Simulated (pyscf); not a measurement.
## Hydrogen shift: H₂C=CH–CH₂–NH• -> H₂C=C•–CH₂–NH₂

Gas phase, doublet surface, charge 0. Bonds broken: C2–H9. Bonds formed: N8–H9. Structures and frequencies: ωB97X-D3(BJ)/def2-SVP in PySCF.

Transition state (Å):

```xyz
10

C     -0.2043    -0.3643    -0.2060
C      0.0157     1.0885    -0.0200
C      0.2486     2.0073     0.9039
H      0.7186    -0.9635    -0.2664
H     -0.9013    -0.8423     0.5007
H      0.2701     3.0745     0.6615
H      0.4420     1.7246     1.9479
N     -0.7606    -0.1136    -1.5768
H     -0.3359     1.0925    -1.3744
H     -1.7720     0.0345    -1.4518
```

One imaginary mode, 2213i cm⁻¹; descent along it reached the two sides named.

```tsv
bond	change	reactant side (Å)	saddle	product side
C2–H9	breaks	1.098	1.399	2.7
N8–H9	forms	2.8	1.295	1.019
```

Electronic energies relative to the reactant's lowest minimum found (kcal/mol):

```tsv
level	barrier	reaction energy	reverse barrier
ωB97X-D3(BJ)/def2-TZVP	45.6	+7.4	38.2
PBE/def2-TZVP	36.5	+4.6	31.9
r²SCAN/def2-TZVP	41.4	+5.4	35.9
B3LYP-D3(BJ)/def2-TZVP	44.0	+6.7	37.2
PBE0-D3(BJ)/def2-TZVP	42.2	+5.9	36.4
M06-2X/def2-TZVP	44.5	+5.0	39.6
ωB97M-D3(BJ)/def2-TZVP	45.1	+6.9	38.2
HF/def2-TZVP	61.8	+10.0	51.7
```

With ωB97M-D3(BJ)/def2-TZVP energies and thermal terms (ideal gas, 1 atm, RRHO with modes under 100 cm⁻¹ raised to 100, one conformer, R ln 2 for rigid chiral ones), in kcal/mol:

```csv
T (K),ΔH‡,ΔG‡,ΔH,ΔG
298,42.3,43.0,+7.7,+7.9
600,41.9,44.0,+7.8,+8.1
900,41.6,45.0,+7.8,+8.2
1200,41.3,46.2,+7.7,+8.4
```

From the product side, H₂C=C=CH₂ + NH₂• lies, by one bond made or cut, 13.2 kcal/mol under this saddle at ωB97M-D3(BJ). The same reactants have a lower exit, to H₂C=CH–CH=NH + H• (no saddle counted: cutting one bond, which may have a small barrier of its own, costs +29.1 kcal/mol at ωB97M-D3(BJ), against +45.1 kcal/mol here). H₂C=CH–CH₂–NH• lies 25.2 kcal/mol over its isomer H₃C–C(CH₃)=N•, and others may lie lower still (electronic energy, ωB97M-D3(BJ)). H₂C=C•–CH₂–NH₂ lies 32.1 kcal/mol over its isomer H₃C–C(CH₃)=N•, and others may lie lower still (electronic energy, ωB97M-D3(BJ)). This is the saddle that the search found; another between the same sides may lie lower.
